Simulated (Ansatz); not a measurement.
# C₂H₃Cl (SMILES C=CCl): single points off equilibrium

Aim: energy, forces and dipole at a structure displaced at random from a GFN2-xTB minimum, from CCSD(T) and from density functionals.

Program: Ansatz 0.2.0, Gaussian basis. Level of theory: single points in def2-TZVPP. These are calculated values, not measurements.

Cores are frozen in the correlated methods.

### Step 1. Where the work starts

SMILES `C=CCl`, 6 atoms, charge 0, spin multiplicity 1.

Atoms are counted from 1 here; the program's logs count them from 0.

Bond lengths: C1–C2 1.300 Å, C1–H4 1.093 Å, C1–H5 1.081 Å, C2–Cl3 1.712 Å, C2–H6 1.100 Å. Angles: C2–C1–H4 120.7°, C2–C1–H5 121.1°, H4–C1–H5 118.2°, C1–C2–Cl3 124.1°, C1–C2–H6 121.9°, Cl3–C2–H6 114.0°.

Geometry (Å):

```
C    -0.4523    0.1973   -0.5300
C     0.3739   -0.0361    0.4458
Cl    0.8972   -1.5998    0.9066
H    -0.8862   -0.6269   -1.1024
H    -0.7412    1.2064   -0.7884
H     0.8070    0.7763    1.0482
```

### Step 2. CCSD(T)/def2-TZVPP

Contents of run/in.yaml:

```yaml
crystal:
  periodic: [false, false, false]
  atoms:
    - {symbol: C, position_ang: [-0.452300, 0.197300, -0.530000]}
    - {symbol: C, position_ang: [0.373900, -0.036100, 0.445800]}
    - {symbol: Cl, position_ang: [0.897200, -1.599800, 0.906600]}
    - {symbol: H, position_ang: [-0.886200, -0.626900, -1.102400]}
    - {symbol: H, position_ang: [-0.741200, 1.206400, -0.788400]}
    - {symbol: H, position_ang: [0.807000, 0.776300, 1.048200]}
basis:
  gaussian: {orbitals: def2-TZVPP}
correlation: {method: ccsd_t}
output: {forces: true}
```

No record of the launch command was kept for these runs.

### Step 3. PBE0-D4/def2-TZVPP

run/in.yaml: that of step 2 with these lines changed.

```diff
@@ -11,3 +11,3 @@
   gaussian: {orbitals: def2-TZVPP}
-correlation: {method: ccsd_t}
-output: {forces: true}
+hamiltonian: {xc: pbe0, dispersion: d4}
+output: {forces: true, orbitals: {seedname: orbitals}}
```

### Step 4. wB97M-V/def2-TZVPP

run/in.yaml: that of step 3 with these lines changed.

```diff
@@ -11,3 +11,3 @@
   gaussian: {orbitals: def2-TZVPP}
-hamiltonian: {xc: pbe0, dispersion: d4}
-output: {forces: true, orbitals: {seedname: orbitals}}
+hamiltonian: {xc: {name: wB97M-V}}
+output: {forces: true}
```

### Step 5. r2SCAN-D4/def2-TZVPP

run/in.yaml: that of step 4 with these lines changed.

```diff
@@ -11,3 +11,3 @@
   gaussian: {orbitals: def2-TZVPP}
-hamiltonian: {xc: {name: wB97M-V}}
+hamiltonian: {xc: r2scan, dispersion: d4}
 output: {forces: true}
```

### Step 6. PBE-D4/def2-TZVPP

run/in.yaml: that of step 5 with these lines changed.

```diff
@@ -11,3 +11,3 @@
   gaussian: {orbitals: def2-TZVPP}
-hamiltonian: {xc: r2scan, dispersion: d4}
+hamiltonian: {xc: pbe, dispersion: d4}
 output: {forces: true}
```

### Step 7. SPW92/def2-TZVPP

run/in.yaml: that of step 6 with these lines changed.

```diff
@@ -11,3 +11,3 @@
   gaussian: {orbitals: def2-TZVPP}
-hamiltonian: {xc: pbe, dispersion: d4}
+hamiltonian: {xc: lda}
 output: {forces: true}
```

### Step 8. B97M-V/def2-TZVPP

run/in.yaml: that of step 7 with these lines changed.

```diff
@@ -11,3 +11,3 @@
   gaussian: {orbitals: def2-TZVPP}
-hamiltonian: {xc: lda}
+hamiltonian: {xc: {name: B97M-V}}
 output: {forces: true}
```

(Steps that only read results are left out.)

**Question.** What will these runs give? Wanted: energy less free atoms, CCSD(T)/def2-TZVPP; RMS force component; RMS force error; HOMO and LUMO, PBE0-D4; T1 diagnostic.

As calculated:

| quantity | value |
| --- | --- |
| energy less free atoms, CCSD(T)/def2-TZVPP | -2209.3 kJ/mol |
| RMS force component | 0.478 to 0.836 eV/Å over the methods |
| RMS force error | PBE0-D4 0.275, wB97M-V 0.282, r2SCAN-D4 0.219, PBE-D4 0.196, SPW92 0.422, B97M-V 0.272 eV/Å |
| HOMO and LUMO, PBE0-D4 | -7.61 and -0.13 eV |
| T1 diagnostic | 0.010 |

In words: Against CCSD(T) the functionals' energies less atoms differ by -404.1 to -68.6 kJ/mol, PBE-D4 by -129.8 kJ/mol. The reference is not at the basis limit: in triple zeta CCSD(T) underbinds, which counts against methods that bind more; the gaps are no ranking. On forces the order runs from PBE-D4 to SPW92. Frozen-core CCSD(T) forces in triple zeta carry basis errors of their own, and this is one geometry, so small gaps rank nothing.
